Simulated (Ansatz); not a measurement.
bcc Rb, relaxed in Ansatz (plane waves) with several semilocal functionals. Each gives its own volume and its own elastic constant C11:

| level | V0 (Å³/atom) | elastic constant C11 (GPa) | ln V0 | ln C11 |
|---|---|---|---|---|
| LDA | 77.710 | 3.904 | 4.3530 | 1.3620 |
| PBE | 91.115 | 3.070 | 4.5121 | 1.1217 |
| r²SCAN | 94.849 | 3.055 | 4.5523 | 1.1168 |

Fit a straight line to ln C11 against ln V0. What does it predict for PBEsol, whose volume is 86.378 Å³/atom?

With x = ln V0 and y = ln C11: means 4.47247 and 1.20017; Σ(Δx Δy) = -0.02910, Σ(Δx²) = 0.02222, so the slope is -1.31. At x = 4.4587 the line gives y = 1.20017 + (-1.31) × (4.4587 − 4.47247) = 1.2182, or 3.381 GPa. The run with PBEsol gives 3.263 GPa, -3.5 % from the line. The rows used scatter about it by up to 2.6 %, while the largest value lies 28 % above the smallest.

Measured: 3.41 GPa (measured, temperature not stated, no zero-point or thermal correction; as tabulated in arXiv:1601.06701).

Ansatz's density-functional and Hartree–Fock values are scalar-relativistic unless marked +SOC, with PAW data made under PBE.

Ansatz is a program for electronic structure.
